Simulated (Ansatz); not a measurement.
Cost and result up the ladder for SiS₂ (3 atoms). The state is a singlet with charge 0. Geometry: B3LYP-D4/def2-TZVP.

| atom | x (Å) | y (Å) | z (Å) |
| --- | --- | --- | --- |
| Si1 | 0.219 | 0.055 | 1.199 |
| S2 | 0.848 | -0.520 | -0.752 |
| S3 | -1.067 | 0.465 | -0.447 |

Ansatz on 4 threads of Arm Neoverse V1 on a shared host. Times are rough, and most runs start from the orbitals of an earlier one. PBE0-D4/def2-TZVP serves as the yardstick here, not as an exact answer. Binding counts from free atoms at the same level (Si triplet, S triplet; other spins of the atoms weren't run), without zero-point energy or a counterpoise term.

Correlated methods freeze 15 core orbitals. Another isomer (singlet) lies 0.75 eV lower at PBE0-D4/def2-TZVP; other spin states weren't run for this one.

Correlated methods converge slowly with the basis.

| level | functions | wall time | binding energy per atom (eV) | difference from PBE0-D4/def2-TZVP (eV) |
| --- | --- | --- | --- | --- |
| LDA (SPW92)/def2-TZVP | 111 | 0.4 s | 3.71 | 0.66 |
| PBE0-D4/def2-TZVP | 111 | 0.7 s | 3.05 | 0.00 |
| PBE-D4/def2-TZVP (with forces) | 111 | 0.7 s | 3.21 | 0.16 |
| r2SCAN-D4/def2-TZVP | 111 | 1.6 s | 3.06 | 0.01 |
| r2SCANh-D4/def2-TZVP | 111 | 1.8 s | 3.01 | -0.05 |
| CCSD(T)/def2-TZVPP | 126 | 1.9 s | 2.82 | -0.23 |
